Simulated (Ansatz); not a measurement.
The same path of AlH3 + H4Si (9 atoms, charge 0, multiplicity 1) was run 3 times with different band settings. Lost on the way: Al1–H2, Si5–H9. Made: Al1–Si5, H2–H9.

Theory: RKS r2SCAN-D4/def2-SVP (Ansatz 0.2.0).

Relaxed end points:

```xyz
9
Properties=species:S:1:pos:R:3
Al -0.047 0.208 0.170
H 0.435 1.157 1.354
H 1.057 -0.556 -0.698
H -1.545 0.254 -0.366
Si 0.155 -2.707 1.099
H -0.306 -3.108 -0.253
H 1.632 -2.722 1.237
H -0.499 -3.525 2.159
H -0.340 -1.296 1.388
```

```xyz
9
Properties=species:S:1:pos:R:3
Al -0.119 -0.535 -0.106
H 0.145 0.734 1.604
H 1.113 0.198 -0.796
H -1.575 0.097 -0.227
Si 0.136 -2.813 0.791
H -0.213 -3.823 -0.262
H 1.535 -3.113 1.240
H -0.769 -3.071 1.958
H 0.289 0.031 1.890
```

Common settings: movable images 5; climbing image yes; spring 5.0 eV/Å²; start path through a guess of the saddle point; iteration limit 60; end points relaxed.

| run | optimiser | force threshold |
| --- | --- | --- |
| 1 | quadratic models (default) | 0.05 eV/Å |
| 2 | quadratic models (default) | 0.5 eV/Å |
| 3 | fire | 0.05 eV/Å |

Problem. What does each run give, and how far can it be trusted?

Solution. Run 1: converged after 19 iterations, highest image 0.990 eV above the first end. A vibrational analysis at the climbing image gives one clearly imaginary mode, 1030i cm⁻¹: a first-order saddle point.
Run 2: converged after 6 iterations, highest image 1.017 eV above the first end. The threshold of 0.5 eV/Å is loose, so the images may lie well off the minimum-energy path. The order of the stationary point at the top wasn't checked.
Run 3: converged after 47 iterations, highest image 1.009 eV above the first end. The order of the stationary point at the top wasn't checked.
The orbitals stay closed-shell, which can raise the energy where a bond breaks towards radicals; this wasn't checked here.
